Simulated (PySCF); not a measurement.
## Computed spin Hamiltonian

Compound: C4H5Cl2 (doublet state).
Cartesian coordinates in Å at the GFN2-xTB level; atoms count from 1:
```
atom  x, y, z in Å
Cl1    1.6238   -1.2169   -1.4199
C2     1.8924    0.1113   -0.0591
C3     0.6860    0.5148    0.5211
C4    -0.5922    0.5052    0.7001
C5    -1.5720   -0.3479   -0.0726
Cl6   -2.7078    0.7000   -0.9713
H7     2.4013    0.9047   -0.6021
H8     2.5623   -0.3957    0.6321
H9    -1.0584    1.1530    1.4335
H10   -1.0581   -0.9754   -0.7978
H11   -2.1717   -0.9504    0.6099
```

The hyperfine couplings belong to this conformer and change with its torsions.

As a line formula: `C(Cl)/C=[C]\CCl` [radical].

Computed, not measured: UKS B3LYP, pcH-1 on C Cl H, non-relativistic, mean-field spin-orbit, GIAO (PySCF 2.14.0). The structure is a single GFN2-xTB conformer in the gas phase; no vibrational or solvent corrections. A GFN2-xTB geometry isn't a minimum of the functional, and hyperfine couplings can be far from their values at a DFT geometry. No stability test was run, so a lower SCF solution isn't excluded.

```
g1, g2, g3                      : 2.00234, 2.00508, 2.00591
g_iso                           : 2.00444
Form of g                       : rhombic: the two nearest values differ by 23 % of g3 − g1
⟨S²⟩                            : 0.7599 (exact 0.7500)
HOMO–LUMO gap, α and β orbitals : 5.95, 4.40 eV
Basis functions                 : 220
```

Isotropic coupling and dipolar principal values T1 to T3, in MHz; ρ(0) is the spin density at the nucleus:

```json
{"atom": "Cl1", "isotope": "35Cl", "a_iso": "42.7", "of which spin–orbit": "1.8", "T1": "-39.6", "T2": "-38.3", "T3": "77.9", "Mulliken spin population": "0.20", "ρ(0) (bohr⁻³)": "0.0933"}
{"atom": "C2", "isotope": "13C", "a_iso": "64.9", "of which spin–orbit": "-0.1", "T1": "-8.0", "T2": "0.4", "T3": "7.6", "Mulliken spin population": "-0.06", "ρ(0) (bohr⁻³)": "0.0578"}
{"atom": "C3", "isotope": "13C", "a_iso": "157.1", "of which spin–orbit": "-0.1", "T1": "-75.0", "T2": "-57.0", "T3": "132.0", "Mulliken spin population": "0.88", "ρ(0) (bohr⁻³)": "0.1398"}
{"atom": "C4", "isotope": "13C", "a_iso": "-30.0", "of which spin–orbit": "0.0", "T1": "-14.9", "T2": "3.1", "T3": "11.8", "Mulliken spin population": "-0.14", "ρ(0) (bohr⁻³)": "-0.0266"}
{"atom": "C5", "isotope": "13C", "a_iso": "80.5", "of which spin–orbit": "0.1", "T1": "-7.0", "T2": "-6.4", "T3": "13.4", "Mulliken spin population": "0.06", "ρ(0) (bohr⁻³)": "0.0715"}
{"atom": "Cl6", "isotope": "35Cl", "a_iso": "-1.7", "of which spin–orbit": "0.0", "T1": "-2.3", "T2": "-0.5", "T3": "2.8", "Mulliken spin population": "0.00", "ρ(0) (bohr⁻³)": "-0.0040"}
{"atom": "H7", "isotope": "1H", "a_iso": "20.9", "of which spin–orbit": "0.0", "T1": "-7.1", "T2": "-2.5", "T3": "9.6", "Mulliken spin population": "0.01", "ρ(0) (bohr⁻³)": "0.0047"}
{"atom": "H8", "isotope": "1H", "a_iso": "21.1", "of which spin–orbit": "0.0", "T1": "-7.1", "T2": "-2.5", "T3": "9.6", "Mulliken spin population": "0.01", "ρ(0) (bohr⁻³)": "0.0047"}
{"atom": "H9", "isotope": "1H", "a_iso": "119.6", "of which spin–orbit": "0.0", "T1": "-5.3", "T2": "-4.2", "T3": "9.5", "Mulliken spin population": "0.05", "ρ(0) (bohr⁻³)": "0.0268"}
{"atom": "H10", "isotope": "1H", "a_iso": "-5.4", "of which spin–orbit": "0.0", "T1": "-5.6", "T2": "0.0", "T3": "5.5", "Mulliken spin population": "0.00", "ρ(0) (bohr⁻³)": "-0.0012"}
{"atom": "H11", "isotope": "1H", "a_iso": "-1.8", "of which spin–orbit": "0.0", "T1": "-3.3", "T2": "-1.7", "T3": "5.1", "Mulliken spin population": "0.00", "ρ(0) (bohr⁻³)": "-0.0004"}
```

Largest spin populations (Mulliken): C3 (+0.88), Cl1 (+0.20), C4 (-0.14) and C5 (+0.06).

Under fast tumbling the dipolar parts average out, and these isotropic splittings remain: 1 × 1H (H9, I = 1/2, 2 lines) with 4.26 mT, 1 × 35Cl (Cl1, I = 3/2, 4 lines) with 1.52 mT, 2 × 1H (H7/H8, I = 1/2, 3 lines) with 0.75 mT, 2 × 1H (H10/H11, I = 1/2, 3 lines) with 0.13 mT and 1 × 35Cl (Cl6, I = 3/2, 4 lines) with 0.06 mT.

Class means assume fast exchange of nuclei equivalent by connectivity; if that motion is slow, each nucleus keeps its own coupling.

Main isotope only: 35Cl (natural samples also hold 24 % 37Cl, magnetic too, which adds its own pattern).

The 13C coupling of C3 (157.1 MHz) shows only in satellite lines or after enrichment, since that isotope makes up about 1.07 % of natural carbon.

The spin density at the nucleus, in bohr⁻³, is negative for C4 (-0.0266) and Cl6 (-0.0040), for instance. A restricted open-shell determinant has no negative spin density anywhere; here it arises because α and β orbitals differ (spin polarisation).
